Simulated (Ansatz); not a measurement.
## AlH5O (Al(H2O)H3): the energy, rung by rung

AlH5O has 7 atoms, charge 0, and is taken as a singlet. As SMILES, `[H][Al]([H])([H])<-[OH2]`. The shape comes from GFN2-xTB, which is rough for such elements, and wasn't checked as a minimum.

```xyz
7

Al    0.0382   -0.0633   -0.8780
O    -0.0249    0.0381    1.0091
H    -0.7347   -0.3195    1.5558
H     0.5880    0.5682    1.5313
H     1.6072   -0.0401   -0.9784
H    -0.7357    1.2458   -1.2695
H    -0.7379   -1.4292   -0.9703
```

Each level gives the energy change with the Al1–H5 bond stretched from 1.572 to 1.966 Å (eV). The values are calculated.

| level | kind | program | value (eV) | less FCI/STO-3G | CPU time (all runs) |
| --- | --- | --- | --- | --- | --- |
| HF/STO-3G (restricted) | Hartree–Fock | Ansatz | 1.73 | +0.33 | 0.16 s |
| PBE/STO-3G (restricted) | GGA | Ansatz | 1.23 | -0.17 | 2.1 s |
| revPBE/STO-3G (restricted) | GGA | Ansatz | 1.21 | -0.19 | 2.1 s |
| PBE0/STO-3G (restricted) | global hybrid | Ansatz | 1.39 | -0.01 | 2.1 s |
| wB97X/STO-3G (restricted) | range-separated hybrid | Ansatz | 1.44 | +0.04 | 9.3 s |
| RPA@PBE/STO-3G (restricted) | RPA | Ansatz | 1.33 | -0.07 | 3.1 s |
| MP2/STO-3G (restricted) | perturbation theory | Ansatz | 1.54 | +0.14 | 0.18 s |
| BCCD(T)/STO-3G (restricted) | coupled cluster or CI | Ansatz | 1.40 | 0.00 | 0.28 s |
| FCI/STO-3G | exact in the basis | Ansatz | 1.40 | 0.00 | 21 s |

FCI/STO-3G is exact within its basis and frozen core, so for wave-function methods in that basis the difference is their error; functionals converge differently with the basis, so for them it is only a difference. The first shape isn't each level's own minimum. The values span 1.21 to 1.73 eV. All rows use very small basis sets, so none should be taken for the real molecule's value. In so small a basis fixed costs decide the times, and correlated methods can beat functionals. CPU times are rough (shared hosts, several kinds of processor and program).
